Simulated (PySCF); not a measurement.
phosphine (H3P), SMILES P. Geometry: PBE-D3(BJ)/def2-TZVPD.

### Question
Give the equilibrium geometry at PBE-D3(BJ)/def2-TZVPD (PySCF confirms it by a frequency run) as a Z-matrix, and its point group. (The exact figures need the calculation; the answer reports its results.)

### Answer
point group C3v.
```
P
H 1 1.4314
H 1 1.4314 2 92.34
H 1 1.4314 2 92.34 3 92.44
```
